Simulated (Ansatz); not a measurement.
# Relaxing Zr₂C₃

Method: DFT PBE, scalar-relativistic, plane waves, PAW in Ansatz 0.2.0. Cutoff 420 eV, Γ-centred k mesh, Gaussian smearing, no spin polarisation in the final step.

Zr₂C₃ was placed on the corundum structure type (R-3c, No. 167), with Zr in place of Al, C in place of O, at a guessed volume.

```
Zr C
1.0
     2.61225    1.50818    4.75469
    -2.61225    1.50818    4.75469
     0.00000   -3.01637    4.75469
Zr C
4 6
Direct
  0.85218 0.85218 0.85218
  0.64782 0.64782 0.64782
  0.14782 0.14782 0.14782
  0.35218 0.35218 0.35218
  0.05625 0.44375 0.75000
  0.75000 0.05625 0.44375
  0.44375 0.75000 0.05625
  0.94375 0.55625 0.25000
  0.25000 0.94375 0.55625
  0.55625 0.25000 0.94375
```

Steps on the 6×6×6 mesh (10 atoms). 8 of 9 steps are shown, and the free energy counts from the last. Trial steps that were taken back and renewals of the plane-wave basis can be among the rows.

| step | ΔF (meV/atom) | V (Å³/atom) | P (GPa) | largest force component (eV/Å) |
| --- | --- | --- | --- | --- |
| 1 | 623.5 | 11.24 | 65.69 | 1.576 |
| 2 | 141.5 | 12.85 | 22.74 | 1.123 |
| 3 | 23.0 | 13.85 | 3.84 | 0.448 |
| 4 | 15.4 | 14.15 | 0.15 | 0.220 |
| 5 | 14.0 | 14.19 | 0.10 | 0.051 |
| 7 | 0.3 | 14.21 | 0.91 | 0.016 |
| 8 | 0.1 | 14.29 | -0.01 | 0.006 |
| 9 | 0.0 | 14.29 | -0.01 | 0.006 |

A final relaxation ran on a 12×12×12 mesh. The relaxed crystal, R-3c (No. 167):

Space group R-3c:H (No. 167). a = 5.783 Å, b = 5.783 Å, c = 14.796 Å, α = 90.00°, β = 90.00°, γ = 120.00°
| atom | site | symmetry | x | y | z |
| --- | --- | --- | --- | --- | --- |
| Zr | 12c | 3. | 0.0000 | 0.0000 | 0.3582 |
| C | 18e | .2 | 0.2808 | 0.0000 | 0.2500 |

| Item | Value |
| --- | --- |
| Volume per atom | 14.28 Å³ |
| Density | 5.08 g/cm³ |
| Energy over the elements | 0.70 eV/atom |
| Gap on the 12×12×12 mesh | 0 eV (a metal) |

The zero of energy is the elements' standard structures at the same level; no fitted shifts are applied.

The final run used a 12×12×12 mesh on its 10-atom cell and 0.10 eV smearing. The k mesh leaves about 4 meV/atom of noise in metals.

Symmetry constrained the relaxation, so the result can be a saddle point.

Cost: 3 runs of about 10 core-minutes in all, on Arm Neoverse V1 (shared hosts).